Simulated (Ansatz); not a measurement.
Process, species as SMILES: [SiH3] (SiH3) → 3 H atom + Si atom
B3LYP-D3(BJ)/def2-TZVP geometries, fixed; electronic energies without zero-point terms.
Largest species:
```xyz
4

Si    -0.0021     0.0010     0.0803
H      0.0008     1.4066    -0.3921
H      1.2360    -0.7020    -0.3341
H     -1.2075    -0.7183    -0.3975
```
Charge 0, spin multiplicity 2.

The atomisation energy at MP2 with Ansatz (a program for electronic structure), in kcal/mol, split into its Hartree-Fock and correlation parts. Cores are frozen. Open shells are unrestricted. No added dispersion term, no relativity. Functions are those of the species that has most.

| basis | X | functions | Hartree-Fock | MP2 |
|---|---|---|---|---|
| cc-pV(D+d)Z | 2 | 38 | 177.08 | 207.70 |
| cc-pV(T+d)Z | 3 | 81 | 179.88 | 217.65 |
| cc-pV(Q+d)Z | 4 | 154 | 180.66 | 221.15 |

Worked estimate of the basis-set limit from each neighbouring pair, with Hartree-Fock from the larger set and the correlation part extrapolated as X^-3.
Correlation parts: X = 2: 30.62, X = 3: 37.77, X = 4: 40.49.
- (2,3): (27·(37.77) - 8·(30.62))/19 = 40.78; with Hartree-Fock 179.88 the estimate is 220.66 kcal/mol.
- (3,4): (64·(40.49) - 27·(37.77))/37 = 42.47; with Hartree-Fock 180.66 the estimate is 223.13 kcal/mol.
The last two estimates differ by 2.47 kcal/mol; the largest set lies 1.98 from the last. Over the last step Hartree-Fock moves by 0.78 and the correlation part by 2.72.
